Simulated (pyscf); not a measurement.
methyl (CH₃•) + oxygen (O=O) [triplet] + water (H₂O) → methanol (H₃C–OH) + •O–OH (addition across a multiple bond or ene-type step; doublet surface; H–O broken, C–O, H–O formed). Optimised with ωB97X-D3(BJ)/def2-SVP in PySCF. Energies in eV from the separated reactants.

| level | barrier | reaction energy |
|---|---|---|
| ωB97X-D3(BJ)/def2-TZVP | 1.17 | -1.20 |
| PBE/def2-TZVP | 0.39 | -1.20 |
| B3LYP-D3(BJ)/def2-TZVP | 0.82 | -1.13 |
| M06-2X/def2-TZVP | ___ | -1.25 |
| ωB97M-D3(BJ)/def2-TZVP | ___ | ___ |
| HF/def2-TZVP | 3.17 | -0.38 |

Task: What belongs in the gaps?

Result: 
- M06-2X/def2-TZVP, barrier: 1.16
- ωB97M-D3(BJ)/def2-TZVP, barrier: 1.06
- ωB97M-D3(BJ)/def2-TZVP, reaction energy: -1.23

The functionals in the table span 0.78 eV in this barrier, from PBE to ωB97X-D3(BJ). On the product side the descent ends in a bound adduct (not fully relaxed), 0.43 eV under the separated species and 2.80 eV under the saddle at ωB97X-D3(BJ)/def2-TZVP. This is the saddle that the search found; another between the same sides may lie lower. An unrestricted DFT solution here is markedly spin-contaminated.
